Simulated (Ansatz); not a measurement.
A made-up structure of C₂H₅Si (charge +1), singlet:

| atom | x (Å) | y (Å) | z (Å) |
| --- | --- | --- | --- |
| C1 | -0.9621 | 0.2562 | -0.9125 |
| C2 | 0.0603 | 0.9081 | -0.8274 |
| Si3 | 0.4178 | -0.4886 | 0.7575 |
| H4 | 0.1859 | 1.8991 | -1.1821 |
| H5 | 0.8692 | 1.6104 | -0.9386 |
| H6 | 0.5272 | 0.5102 | 1.8326 |
| H7 | 1.6586 | -1.0512 | 0.2013 |
| H8 | -0.6943 | -1.4466 | 0.9030 |

It is relaxed with PBE-D4/def2-SVP and then PBE0-D4/def2-TZVP (Ansatz 0.2.0). Atoms count as bonded within 1.22 times the sum of their covalent radii (H–H: 0.88 Å). The end point is not checked to be a true minimum.

Question: Does its bonding change? (Judge from chemistry; the calculation decides.)

Answer: By the calculation: Yes. Formed: C1–Si3; broken: C2–Si3, H4–H5.

Where it ends: The first stage lowers the energy by 5.35 eV in 23 steps. It ends as C₂H₅Si ([CH2][C][SiH3]), total charge +1:
```xyz
8
angstrom
C 0.2600 0.5013 -0.4007
C 0.1924 1.4660 -1.2197
Si 0.3253 -0.7874 0.9525
H 0.0053 2.4974 -0.9024
H 0.3240 1.2799 -2.2936
H 0.0651 0.2862 1.9625
H 1.6927 -1.3335 0.9878
H -0.8023 -1.7123 0.7476
```

Labels in which every atom is bracketed show which atoms are joined, not bond orders.

For scale, one of the runs: PBE0-D4/def2-TZVP relaxation, 129 basis functions, launched by `ansatz run in.yaml --threads 2 --pin off --events-out ev --progress --plain --max-ram 4352MiB`. Hardware: 2 CPU threads of an AMD EPYC 9B45, shared host. Wall time about 7 s.
